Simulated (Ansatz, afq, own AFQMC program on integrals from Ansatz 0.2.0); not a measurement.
AFQMC on a folder of integrals that Ansatz 0.2.0 wrote.

```yaml
crystal:
  periodic: [false, false, false]
  atoms:
    - {symbol: O, position_ang: [-1.109412, 0.000385, 0.000000]}
    - {symbol: H, position_ang: [-1.358721, 0.926961, 0.000000]}
    - {symbol: H, position_ang: [0.112588, 0.000385, 0.000000]}
    - {symbol: O, position_ang: [1.102588, 0.000385, 0.000000]}
    - {symbol: H, position_ang: [1.354447, -0.939565, 0.000000]}
basis:
  gaussian: {orbitals: cc-pVTZ}
magnetization: {spin_polarized: true, initial_magnetization: 1}
correlation: {method: ccsd_t, electrons: outside_noble_gas, hamiltonian_folder: ham}
```

```sh
$ ansatz run in.yaml --threads 1 --pin off --events-out ev --progress --plain --max-ram 16896MiB --backend cuda --devices 0, --max-vram 18GiB
```

afq runs on the folder ham with

```
--method phaseless --trial cisd --walkers 900 --populations 20 --least-time 60 --time-step 0.005 --steps-per-block 50 --equilibration-blocks 28 --max-blocks 4000 --target-error 0.00023 --factor-cut 1e-05 --start spin_pure --seed 1511 --release-times 0.24,0.51,0.99,1.5 --release-step 0.03 --release-every 4 --taylor-order 6
```

Times are imaginary, in 1/Eh. The walk had a cap of 169 s. With eight or more populations the least sampling time is a fifth of least-time, and the error comes from their spread.

Log:

```
orbitals 100  electrons 8 7  factors 610 of 610
reference energy -151.43147811 Eh
CCSD correlation -0.49861639 Eh in 14 cycles, weight of the determinant in the CISD state 0.8763
energy of the start -151.929073 Eh
 block  time / (1/Eh)  mean weight  energy / Eh
     1     0.250  0.9998  -151.927342
     2     0.500  1.0003  -151.936007
     3     0.750  1.0005  -151.939902
     4     1.000  1.0008  -151.939687
     5     1.250  1.0001  -151.943122
    11     2.750  1.0004  -151.942270
    23     5.750  1.0006  -151.944030
    35     8.750  1.0007  -151.946411
    47    11.750  0.9992  -151.947624
    59    14.750  0.9999  -151.947254
    71    17.750  0.9994  -151.947344
    75    18.750  1.0010  -151.953436
    83    20.750  0.9987  -151.946752
    95    23.750  1.0007  -151.949793
   107    26.750  0.9993  -151.943272
   109    27.250  0.9983  -151.940578
   113    28.250  1.0001  -151.945234
error from the spread of 20 populations
released: time / (1/Eh)  energy / Eh  error  mean overlap
  0.24  -151.947317  0.000341  0.9946
  0.51  -151.947697  0.000352  0.9784
  0.99  -151.948036  0.000566  0.9560
  1.50  -151.947091  0.001020  0.9383
energy -151.946298 +/- 0.000408 Eh
(rows thinned)
```

The run passed its tests (sampling time, drift between the halves within three errors, error under three times the target), which doesn't prove that it has relaxed, ending at its cap on processor time.

Against this walk (error 11.1 meV) on the same determinant: CCSD(T) 14.2 meV higher (within the noise). The error is statistical and leaves out the bias of the constraint. None of these is a sure reference here. Released to 0.99 1/Eh the energy lies 47 ± 19 meV (both errors) below the phaseless value, which shows part or all of the bias of the constraint, and CCSD(T) lies 61.5 meV above the released value.

Cautions: constraint bias not in the error; error above the target (11.1 against 6.3 meV).

The walk took 2.8 min on 1 × NVIDIA H100 80GB HBM3 with 2 threads of AMD EPYC 7R13 Processor (Zen 3), with other jobs on the host (the card was shared). The log's last line is the phaseless energy.

A walk keeps the symmetry of its determinant, which the program's search chose and which needn't be the lowest solution, so a lower state of the same spin and another symmetry isn't excluded.
